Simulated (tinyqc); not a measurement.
Worked calculation: extended Hueckel theory, for PH3. One step of it, computed by the program tinyqc.

Problem. Orbitals. Solve H C = S C e through S^(-1/2); fill by pairs from the bottom, a degenerate level sharing its electrons equally; each orbital has its largest coefficient positive (the first on a tie).

H (eV), lower triangle:
```
,1P 3s,1P 3px,1P 3py,1P 3pz,2H 1s,3H 1s,4H 1s
1P 3s,-18.600000
1P 3px,0.000000,-14.000000
1P 3py,0.000000,0.000000,-14.000000
1P 3pz,0.000000,0.000000,0.000000,-14.000000
2H 1s,-13.157203,-13.190429,0.000000,7.652211,-13.600000
3H 1s,-13.162488,6.597903,-11.422412,7.655329,-2.454239,-13.600000
4H 1s,-13.162488,6.597903,11.422412,7.655329,-2.454239,-2.457406,-13.600000
```

overlap S, lower triangle:
```
,1P 3s,1P 3px,1P 3py,1P 3pz,2H 1s,3H 1s,4H 1s
1P 3s,1.000000
1P 3px,0.000000,1.000000
1P 3py,0.000000,0.000000,1.000000
1P 3pz,0.000000,0.000000,0.000000,1.000000
2H 1s,0.408609,0.477914,0.000000,-0.277254,1.000000
3H 1s,0.408773,-0.239054,0.413856,-0.277367,0.090229,1.000000
4H 1s,0.408773,-0.239054,-0.413856,-0.277367,0.090229,0.090346,1.000000
```

valence electrons = 8

Give: orbital energies; occupations; coefficients; sum of one-electron energies.

Solution.

orbital energies (eV): -23.2823  -18.6736  -18.6725  -14.9297  9.9107  9.9146  36.7019

occupations: 2.0000  2.0000  2.0000  2.0000  0.0000  0.0000  0.0000

coefficients:
```
,MO1,MO2,MO3,MO4,MO5,MO6,MO7
1P 3s,0.5929,0.0001,0.0000,0.4424,0.0000,0.0007,1.2529
1P 3px,0.0000,0.6003,0.0000,0.0000,0.0000,1.1153,-0.0011
1P 3py,0.0000,0.0000,0.6004,0.0000,1.1152,0.0000,0.0000
1P 3pz,-0.0982,0.0000,0.0000,0.8693,0.0000,-0.0005,-0.8654
2H 1s,0.2538,0.4384,0.0000,-0.0767,0.0000,-0.9921,-0.8192
3H 1s,0.2539,-0.2191,0.3796,-0.0767,-0.8588,0.4953,-0.8206
4H 1s,0.2539,-0.2191,-0.3796,-0.0767,0.8588,0.4953,-0.8206
```

sum of one-electron energies = -151.1164 eV
